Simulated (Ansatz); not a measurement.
**SiNHO (triplet): from Hartree-Fock to the top rungs, def2-QZVPP**

The task here is to estimate one member of a computed series from the others.

Program: Ansatz 0.2.0, Gaussian basis. Level of theory: def2-QZVPP, core rule «outside noble gas», up to 7 orbitals frozen. These are calculated values, not measurements.

To be run: UHF; ROHF; CCSD(T) on UHF.

2 further runs of the same task are left out: 2 set aside as unsound or not needed.

## What is computed

The geometry is a PBE0/def2-TZVP stationary point (not a proven minimum).

4 atoms, charge 0, spin multiplicity 3.

Atoms are counted from 1 here; the program's logs count them from 0.

Bond lengths: O1–N2 1.191 Å, N2–Si3 1.782 Å, Si3–H4 1.519 Å. Angles: O1–N2–Si3 136.4°, N2–Si3–H4 90.8°.

The first run:

in.yaml reads:

```yaml
crystal:
  periodic: [false, false, false]
  atoms:
    - {symbol: O, position_ang: [0.000000, -0.144299, 1.624079]}
    - {symbol: N, position_ang: [0.000000, 0.380867, 0.555568]}
    - {symbol: Si, position_ang: [0.000000, -0.153981, -1.144069]}
    - {symbol: H, position_ang: [0.000000, 1.288393, -1.621334]}
basis:
  gaussian: {orbitals: "def2-QZVPP.json"}
magnetization: {spin_polarized: true, initial_magnetization: 2}
hamiltonian: {xc: hf}
output: {orbitals: {seedname: orbitals}}
```

Started as:

```
$ ansatz run in.yaml --threads 1 --pin off --events-out ev --progress --plain --max-ram 2393MiB
```

Among the steps run: UHF; ROHF; CCSD(T) on UHF.

One table of the session follows, with a row left open; its other results are not shown here.

```
  method  from UCCSD(T) (meV)
    ROHF             +16206.4
     UHF             +15751.0
    UMP2                    ?
   UCCSD               +741.8
UCCSD(T)                    0
```

Q: Estimate the row for UMP2 from the others.

The run gave: from UCCSD(T) (meV): +1282.0. In the column «from UCCSD(T) (meV)» it lies between UCCSD (+741.8) and UHF (+15751.0).

To keep in mind: Warnings: spin contamination; coupled cluster took another determinant than the lowest.
